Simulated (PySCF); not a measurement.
Simulated outer-valence photoelectron spectrum of `FCC=C(F)F`. Computed with EOM-IP-CCSD/aug-cc-pVDZ in PySCF, restricted Hartree–Fock reference, frozen core, non-relativistic, gas phase, PBE0-D3(BJ)/def2-SVP geometry.

Each root has a Gaussian of 0.8 eV full width with its one-hole share as area; cross sections and vibrations are left out, and the highest printed point is 100.

```
ionisation energy (eV)  intensity
                   9.4          0
                   9.6          2
                   9.8          6
                  10.0         17
                  10.2         32
                  10.4         44
                  10.6         42
                  10.8         29
                  11.0         14
                  11.2          5
                  11.4          1
                  11.6          0
                  11.8          0
                  12.0          1
                  12.2          5
                  12.4         18
                  12.6         43
                  12.8         72
                  13.0         87
                  13.2         75
                  13.4         46
                  13.6         21
                  13.8          6
                  14.0          1
                  14.2          1
                  14.4          2
                  14.6          6
                  14.8         17
                  15.0         35
                  15.2         55
                  15.4         69
                  15.6         76
                  15.8         82
                  16.0         91
                  16.2        100
                  16.4         95
                  16.6         73
                  16.8         51
                  17.0         44
                  17.2         46
                  17.4         42
                  17.6         29
                  17.8         14
                  18.0          5
                  18.2          1
                  18.4          0
```

Where are the maxima, and how many lines lie under the curve?

4 maxima, at 10.5, 13.0, 16.3 and 17.2 eV, from 8 lines. At this width some lines have no maximum of their own.

List the lines with their holes.

```json
{"E (eV)": "10.48", "leading hole (HF orbital)": "HOMO", "area": "0.96", "Koopmans (eV)": "10.81"}
{"E (eV)": "12.95", "leading hole (HF orbital)": "HOMO-1", "area": "0.96", "Koopmans (eV)": "14.38"}
{"E (eV)": "13.07", "leading hole (HF orbital)": "HOMO-2", "area": "0.95", "Koopmans (eV)": "14.87"}
{"E (eV)": "15.28", "leading hole (HF orbital)": "HOMO-3", "area": "0.95", "Koopmans (eV)": "17.18"}
{"E (eV)": "15.76", "leading hole (HF orbital)": "HOMO-4", "area": "0.95", "Koopmans (eV)": "18.32"}
{"E (eV)": "16.33", "leading hole (HF orbital)": "HOMO-5", "area": "0.94", "Koopmans (eV)": "18.70"}
{"E (eV)": "16.36", "leading hole (HF orbital)": "HOMO-7", "area": "0.94", "Koopmans (eV)": "19.17"}
{"E (eV)": "17.29", "leading hole (HF orbital)": "HOMO-6", "area": "0.94", "Koopmans (eV)": "19.12"}
```

The widest gap, 2.47 eV, lies between 10.48 and 12.95 eV. Only orbitals with −ε under 21 eV, eight at most, were ionised, so the high end of the curve may lack lines.

Conformer computed: `[F:1][CH2:2][CH:3]=[C:4]([F:5])[F:6]`: F1–C2–C3–C4 113°.

One conformer stands for the species.
